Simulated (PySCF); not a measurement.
## `C1C/C(=C\F)O1`, C$_{4}$H$_{5}$FO

Geometry (Å), atoms numbered from 1 in this order:
```xyz
11

F     2.4218   -1.1664   -0.4824
C     1.8407    0.0541   -0.4636
C     0.5611    0.1764   -0.1597
C    -0.5741   -0.7311    0.2149
C    -1.3620    0.5849    0.2747
O    -0.1865    1.3288   -0.0925
H     2.5127    0.8580   -0.7115
H    -0.8788   -1.4325   -0.5582
H    -0.4535   -1.2551    1.1602
H    -1.7240    0.8812    1.2605
H    -2.1520    0.7043   -0.4683
```

Level of theory: PySCF, quadratic response CAM-B3LYP/aug-cc-pVDZ first hyperpolarisability, Taylor convention, gas phase. Geometry: GFN2-xTB.

Q: Give the tensor of the second harmonic β(−2ω;ω,ω) at 1064 nm in the axes of these coordinates.

A: In au, Taylor convention; rows are the first index (the induced dipole):
|  | xx | yy | zz | xy | xz | yz |
| --- | --- | --- | --- | --- | --- | --- |
| x | +7.6 | +11.6 | -2.1 | -26.8 | +0.9 | +3.6 |
| y | -26.9 | -1.3 | -7.4 | +11.3 | +3.9 | -4.0 |
| z | +1.7 | -4.1 | +2.1 | +4.0 | +0.8 | -7.2 |

Norm of βᵢ = ⅓ Σⱼ (βᵢⱼⱼ + βⱼᵢⱼ + βⱼⱼᵢ): 40.1 au, hyper-Rayleigh value 20.0 au.
